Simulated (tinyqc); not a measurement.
Worked calculation: RHF in the sto-6g basis, for H2O, spin multiplicity 1. One step of it, computed by the program tinyqc.

Question. Iteration 1: building the Fock matrix. J_ij = sum D_kl (ij|kl), K_ij = sum D_kl (ik|jl); F = H + J - 0.5 K; E = tr D H + tr D J / 2 - 0.25 tr D K + E_nn.

D at the start, order 1O 1s, 1O 2s, 1O 2px, 1O 2py, 1O 2pz, 2H 1s, 3H 1s:
$$\begin{pmatrix}
2.062029 & -0.252226 & 0.000000 & 0.011957 & 0.096419 & -0.145919 & -0.127497 \\
-0.252226 & 1.168954 & 0.000000 & -0.049507 & -0.367055 & 0.376195 & 0.337174 \\
0.000000 & 0.000000 & 2.000000 & 0.000000 & 0.000000 & 0.000000 & 0.000000 \\
0.011957 & -0.049507 & 0.000000 & 1.398247 & -0.016011 & 0.358974 & -0.370689 \\
0.096419 & -0.367055 & 0.000000 & -0.016011 & 1.859826 & 0.117670 & 0.106730 \\
-0.145919 & 0.376195 & 0.000000 & 0.358974 & 0.117670 & 0.258227 & 0.043354 \\
-0.127497 & 0.337174 & 0.000000 & -0.370689 & 0.106730 & 0.043354 & 0.213819
\end{pmatrix}$$

core Hamiltonian H = T + V (hartree), order 1O 1s, 1O 2s, 1O 2px, 1O 2py, 1O 2pz, 2H 1s, 3H 1s:
$$\begin{pmatrix}
-32.969811 & -7.287394 & 0.000000 & -0.001815 & -0.016230 & -1.662980 & -1.392486 \\
-7.287394 & -9.186591 & 0.000000 & -0.017712 & -0.183950 & -3.564759 & -3.134039 \\
0.000000 & 0.000000 & -7.424891 & 0.000000 & 0.000000 & 0.000000 & 0.000000 \\
-0.001815 & -0.017712 & 0.000000 & -7.574609 & -0.008964 & -2.058093 & 1.864792 \\
-0.016230 & -0.183950 & 0.000000 & -0.008964 & -7.492977 & -1.440644 & -1.307873 \\
-1.662980 & -3.564759 & 0.000000 & -2.058093 & -1.440644 & -4.952057 & -1.211053 \\
-1.392486 & -3.134039 & 0.000000 & 1.864792 & -1.307873 & -1.211053 & -4.683615
\end{pmatrix}$$

Two-electron integrals (ij|kl) in chemists' order, unique and non-zero (hartree):
```
(11|11) 4.787491    (21|11) 0.675884    (21|21) 0.121505    (22|11) 1.117379
(22|21) 0.249212    (22|22) 0.817383    (31|31) 0.025762    (32|31) 0.039145
(32|32) 0.180664    (33|11) 1.117381    (33|21) 0.249212    (33|22) 0.817382
(33|33) 0.880663    (41|41) 0.025762    (42|41) 0.039145    (42|42) 0.180664
(43|43) 0.047461    (44|11) 1.117381    (44|21) 0.249212    (44|22) 0.817382
(44|33) 0.785741    (44|44) 0.880663    (51|51) 0.025762    (52|51) 0.039145
(52|52) 0.180664    (53|53) 0.047461    (54|54) 0.047461    (55|11) 1.117381
(55|21) 0.249212    (55|22) 0.817382    (55|33) 0.785741    (55|44) 0.785741
(55|55) 0.880663    (61|11) 0.163478    (61|21) 0.028161    (61|22) 0.056469
(61|33) 0.056347    (61|41) 0.001140    (61|42) 0.002223    (61|44) 0.056599
(61|51) 0.000769    (61|52) 0.001499    (61|54) 0.000170    (61|55) 0.056461
(61|61) 0.006653    (62|11) 0.386863    (62|21) 0.087439    (62|22) 0.316225
(62|33) 0.311051    (62|41) 0.005785    (62|42) 0.042178    (62|44) 0.321720
(62|51) 0.003902    (62|52) 0.028447    (62|54) 0.007196    (62|55) 0.315904
(62|61) 0.020359    (62|62) 0.150420    (63|31) 0.009850    (63|32) 0.054989
(63|43) 0.008757    (63|53) 0.005906    (63|63) 0.021614    (64|11) 0.227386
(64|21) 0.052137    (64|22) 0.201126    (64|33) 0.191992    (64|41) 0.012901
(64|42) 0.080517    (64|44) 0.216302    (64|51) 0.002058    (64|52) 0.017217
(64|54) 0.010490    (64|55) 0.195083    (64|61) 0.012713    (64|62) 0.116347
(64|64) 0.110708    (65|11) 0.153360    (65|21) 0.035163    (65|22) 0.135649
(65|33) 0.129488    (65|41) 0.002058    (65|42) 0.017217    (65|44) 0.134072
(65|51) 0.011237    (65|52) 0.066601    (65|54) 0.011849    (65|55) 0.143386
(65|61) 0.008574    (65|62) 0.078470    (65|64) 0.060089    (65|65) 0.062141
(66|11) 0.520448    (66|21) 0.119813    (66|22) 0.494382    (66|33) 0.474472
(66|41) 0.010571    (66|42) 0.104332    (66|44) 0.515527    (66|51) 0.007129
(66|52) 0.070366    (66|54) 0.027689    (66|55) 0.493147    (66|61) 0.028210
(66|62) 0.293841    (66|64) 0.259728    (66|65) 0.175173    (66|66) 0.774999
(71|11) 0.136708    (71|21) 0.023560    (71|22) 0.047279    (71|33) 0.047178
(71|41) -0.000957   (71|42) -0.001871   (71|44) 0.047387    (71|51) 0.000645
(71|52) 0.001261    (71|54) -0.000141   (71|55) 0.047273    (71|61) 0.005474
(71|62) 0.016424    (71|64) 0.009317    (71|65) 0.006917    (71|66) 0.022415
(71|71) 0.004656    (72|11) 0.337870    (72|21) 0.076438    (72|22) 0.278280
(72|33) 0.273619    (72|41) -0.005082   (72|42) -0.037786   (72|44) 0.283231
(72|51) 0.003426    (72|52) 0.025477    (72|54) -0.006481   (72|55) 0.277989
(72|61) 0.017146    (72|62) 0.106345    (72|64) 0.056587    (72|65) 0.054062
(72|66) 0.169833    (72|71) 0.014907    (72|72) 0.118757    (73|31) 0.008419
(73|32) 0.047636    (73|43) -0.007763   (73|53) 0.005234    (73|63) 0.014539
(73|73) 0.016628    (74|11) -0.204475   (74|21) -0.046909   (74|22) -0.182137
(74|33) -0.173979   (74|41) 0.011136    (74|42) 0.070879    (74|44) -0.195656
(74|51) -0.001832   (74|52) -0.015672   (74|54) 0.009381    (74|55) -0.176776
(74|61) -0.010040   (74|62) -0.059005   (74|64) -0.017452   (74|65) -0.029288
(74|66) -0.084476   (74|71) -0.009558   (74|72) -0.094497   (74|74) 0.090975
(75|11) 0.137870    (75|21) 0.031629    (75|22) 0.122808    (75|33) 0.117307
(75|41) -0.001832   (75|42) -0.015672   (75|44) 0.121455    (75|51) 0.009654
(75|52) 0.058203    (75|54) -0.010559   (75|55) 0.129661    (75|61) 0.007413
(75|62) 0.055136    (75|64) 0.028766    (75|65) 0.042109    (75|66) 0.096220
(75|71) 0.006445    (75|72) 0.063716    (75|74) -0.050130   (75|75) 0.050428
(76|11) 0.121166    (76|21) 0.027642    (76|22) 0.107813    (76|33) 0.105557
(76|41) -0.000048   (76|42) -0.000536   (76|44) 0.107871    (76|51) 0.001999
(76|52) 0.017116    (76|54) -0.000128   (76|55) 0.110011    (76|61) 0.006348
(76|62) 0.049727    (76|64) 0.033008    (76|65) 0.029263    (76|66) 0.097976
(76|71) 0.005322    (76|72) 0.044801    (76|74) -0.031140   (76|75) 0.026975
(76|76) 0.020310    (77|11) 0.487094    (77|21) 0.112249    (77|22) 0.467954
(77|33) 0.449442    (77|41) -0.009517   (77|42) -0.097247   (77|44) 0.487620
(77|51) 0.006417    (77|52) 0.065570    (77|54) -0.025742   (77|55) 0.466799
(77|61) 0.025091    (77|62) 0.183118    (77|64) 0.087485    (77|65) 0.101506
(77|66) 0.309436    (77|71) 0.022107    (77|72) 0.255222    (77|74) -0.231731
(77|75) 0.156247    (77|76) 0.097976    (77|77) 0.774999
```

nuclear repulsion = 8.62219725 hartree

Give: Coulomb J; exchange K; Fock matrix F; total energy of this density.

Answer.

Coulomb J (hartree), order 1O 1s, 1O 2s, 1O 2px, 1O 2py, 1O 2pz, 2H 1s, 3H 1s:
$$\begin{pmatrix}
17.778 & 3.182 & 0.000 & -0.001 & -0.008 & 0.742 & 0.621 \\
3.182 & 8.403 & 0.000 & 0.001 & -0.002 & 3.210 & 2.820 \\
0.000 & 0.000 & 8.395 & 0.000 & 0.000 & 0.000 & 0.000 \\
-0.001 & 0.001 & 0.000 & 8.407 & 0.002 & 2.028 & -1.831 \\
-0.008 & -0.002 & 0.000 & 0.002 & 8.408 & 1.371 & 1.238 \\
0.742 & 3.210 & 0.000 & 2.028 & 1.371 & 5.024 & 1.088 \\
0.621 & 2.820 & 0.000 & -1.831 & 1.238 & 1.088 & 4.750
\end{pmatrix}$$

exchange K (hartree), order 1O 1s, 1O 2s, 1O 2px, 1O 2py, 1O 2pz, 2H 1s, 3H 1s:
$$\begin{pmatrix}
9.768 & 1.584 & 0.000 & 0.001 & 0.009 & 0.386 & 0.323 \\
1.584 & 2.555 & 0.000 & -0.007 & -0.100 & 1.136 & 1.010 \\
0.000 & 0.000 & 2.254 & 0.000 & 0.000 & 0.000 & 0.000 \\
0.001 & -0.007 & 0.000 & 2.112 & 0.001 & 0.679 & -0.632 \\
0.009 & -0.100 & 0.000 & 0.001 & 2.236 & 0.424 & 0.385 \\
0.386 & 1.136 & 0.000 & 0.679 & 0.424 & 1.091 & 0.373 \\
0.323 & 1.010 & 0.000 & -0.632 & 0.385 & 0.373 & 0.928
\end{pmatrix}$$

Fock matrix F (hartree), order 1O 1s, 1O 2s, 1O 2px, 1O 2py, 1O 2pz, 2H 1s, 3H 1s:
$$\begin{pmatrix}
-20.076 & -4.898 & 0.000 & -0.003 & -0.029 & -1.114 & -0.934 \\
-4.898 & -2.061 & 0.000 & -0.013 & -0.135 & -0.923 & -0.819 \\
0.000 & 0.000 & -0.157 & 0.000 & 0.000 & 0.000 & 0.000 \\
-0.003 & -0.013 & 0.000 & -0.224 & -0.007 & -0.370 & 0.349 \\
-0.029 & -0.135 & 0.000 & -0.007 & -0.203 & -0.282 & -0.262 \\
-1.114 & -0.923 & 0.000 & -0.370 & -0.282 & -0.474 & -0.309 \\
-0.934 & -0.819 & 0.000 & 0.349 & -0.262 & -0.309 & -0.398
\end{pmatrix}$$

total energy of this density = -75.33582 hartree
